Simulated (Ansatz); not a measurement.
Potential energy surface of CH2, triplet: symmetric bend, bond length relaxed. Scanned: H-C-H angle. Other coordinates (C-H bond length) were minimised at PBE0/def2-TZVP.

The free coordinates were minimised at PBE0/def2-TZVP in PySCF; the energy column is full CI/cc-pVDZ, frozen core run with Ansatz (a quantum-chemistry and plane-wave program), in kJ/mol.

| a / ° | C-H bond length / Å | E |
|---|---|---|
| 171.60 | 1.068 | 26.6 |
| 165.85 | 1.069 | 23.0 |
| 156.74 | 1.072 | 15.2 |
| 149.23 | 1.074 | 8.4 |
| 140.75 | 1.077 | 2.4 |
| 132.26 | 1.080 | 0.0 |
| 122.75 | 1.083 | 3.5 |
| 114.06 | 1.087 | 14.0 |
| 109.17 | 1.089 | 23.4 |
| 99.09 | 1.095 | 51.5 |
| 93.84 | 1.098 | 71.2 |
| 83.75 | 1.104 | 119.7 |
| 75.26 | 1.111 | 172.2 |
| 67.61 | 1.118 | 229.9 |

The scan ran from 180.0 to 60.0; beyond the range shown the relaxed coordinates jump or full CI changes its symmetry label.
